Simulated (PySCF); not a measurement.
Species: C4H3Cl2 (doublet state).
Cartesian coordinates in Å at the GFN2-xTB level; atoms count from 1:
```xyz
9
C4H3Cl2 angstrom
C      2.2647    0.0633   -0.1815
C      0.9308    0.0143   -0.3406
C     -0.2779   -0.0562   -0.5372
C     -1.6906   -0.1088   -0.6505
Cl    -2.3931    1.5506   -0.6841
Cl    -2.3950   -0.9929    0.7707
H      2.7005    0.6970    0.5691
H      2.9146   -0.5335   -0.7953
H     -2.0404   -0.6278   -1.5447
```

The hyperfine couplings belong to this conformer and change with its torsions.

Identity: `C(#C[CH2])C(Cl)Cl` [radical].

Method: PySCF 2.14.0, UKS B3LYP, pcH-1 on C Cl H, non-relativistic, mean-field spin-orbit, GIAO. Geometry: GFN2-xTB; no solvent, vibrations or thermal averaging. A GFN2-xTB geometry isn't a minimum of the functional, and hyperfine couplings can be far from their values at a DFT geometry. No stability test was run, so a lower SCF solution isn't excluded.

The Mulliken spin populations are largest on C1 (+0.75), C3 (+0.53) and C2 (-0.27). The positive populations add up to 1.37 and the negative ones to -0.37, together 2S = 1. The angles at C1 add up to 360.0°, so it is planar; its axial dipolar tensor and the negative couplings of its protons fit spin in a p orbital normal to that plane.

Q: McConnell's relation a(H) = Q·ρ ties the coupling of a proton on a planar π carbon to the spin population of that carbon. What Q do the computed values give?

A: 
```tsv
H	C	ρ(C)	a(H) (G)	a/ρ (G)
H7	C1	+0.750	-18.25	-24.3
H8	C1	+0.750	-18.28	-24.4
```

These protons share one ρ (within 0.01), so their mean ratio, Q = -24.3 G, is no test of linearity. In McConnell's picture π spin on carbon polarises the C–H bond and leaves opposite spin at the proton, which makes Q negative, as found here.

Couplings in gauss use g_iso = 2.0019.
